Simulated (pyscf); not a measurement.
A first-order saddle from PySCF, ωB97X-D3(BJ)/def2-SVP:

```
C
O 1 1.3958
H 1 1.1050 2 105.40
H 1 1.1063 3 107.52 2 121.17
H 1 1.1063 3 107.53 4 117.65
H 2 1.2206 1 108.47 3 179.81
H 6 0.9041 2 166.41 1 0.26
```
Charge 0, spin multiplicity 2.

Surface: doublet, charge 0. Lowest wavenumbers (cm⁻¹): 1596i, 205, 415, 640, 1018.

Task: Name the species on either side of this saddle.

Result: hydrogen (H₂) + methoxy (H₃C–O•) <-> methanol (H₃C–OH) + H atom (H•), a hydrogen abstraction read from left to right: H–H broken and H–O formed. At ωB97M-D3(BJ)/def2-TZVP it lies +47.1 kJ/mol from the left side and +50.9 kJ/mol from the right (each side as separated species at their lowest minima found). H₃C–O• lies 29.4 kJ/mol over its isomer •H₂C–OH (electronic energy, ωB97M-D3(BJ)/def2-TZVP). One saddle was located; it need not be the lowest between these sides. The angle at the transferred H is 166°.
